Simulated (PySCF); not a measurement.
## Working out the ionisation energy of Cl

Cl [Ne] 3s2 3p5 (2P) → Cl⁺ [Ne] 3s2 3p4 (3P). Calculation: PySCF 2.14, in aug-cc-pCVTZ-DK (8s7p5d3f, 75 functions); the spin-free X2C one-electron Hamiltonian (Gaussian nucleus). Frozen: nothing. Energies in hartree (1 hartree = 27.21139 eV):

```csv
part,Cl (lower),Cl⁺ (upper)
UHF,-460.894996,-460.463105
MP2 opposite-spin,-0.369282,-0.340700
MP2 same-spin,-0.133745,-0.124866
```

Task: What does Hartree-Fock give?

Result: (-460.463105) − (-460.894996) = 0.431891 hartree = 11.752 eV.

Task: What do MP2 and SCS-MP2 (6/5 opposite-spin, 1/3 same-spin) give?

Result: The opposite-spin parts differ by 0.778 eV and the same-spin parts by 0.242 eV. MP2: 11.752 + (0.778) + (0.242) = 12.772 eV. SCS-MP2: 11.752 + 1.2 × (0.778) + (0.242)/3 = 12.766 eV.

Measured between the centres of the two terms (NIST): 12.974 eV, so MP2 (all electrons) is off by -0.202 eV.

What remains against the reference includes basis incompleteness and correlation beyond second order.
